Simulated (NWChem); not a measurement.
System: C cation, doublet

NWChem input:

```
start job
memory heap 200 mb stack 900 mb global 1100 mb
charge 1
geometry units angstroms noautoz
  C      0.000000     0.000000     0.000000
end
basis spherical
  * library def2-tzvp
end
dft
  odft
  mult 2
  xc b3lyp
  iterations 150
  mulliken
end
task dft energy
```

The open p shell is one determinant without spherical averaging. No stability test was run on the SCF state. B3LYP is NWChem's, with the RPA form of VWN correlation.

Task: Give the results of this calculation. (B3LYP/def2-TZVP, spin-unrestricted.) Quantities: energy (Ha); highest occupied level (eV); lowest empty minus highest occupied level, either spin (eV); <S²>.

Result: The energy (Ha) is -37.44 and the highest occupied level (eV) is -19.56. The lowest empty minus highest occupied level, either spin (eV) comes out as 3.73 and the <S²> comes out as 0.752.
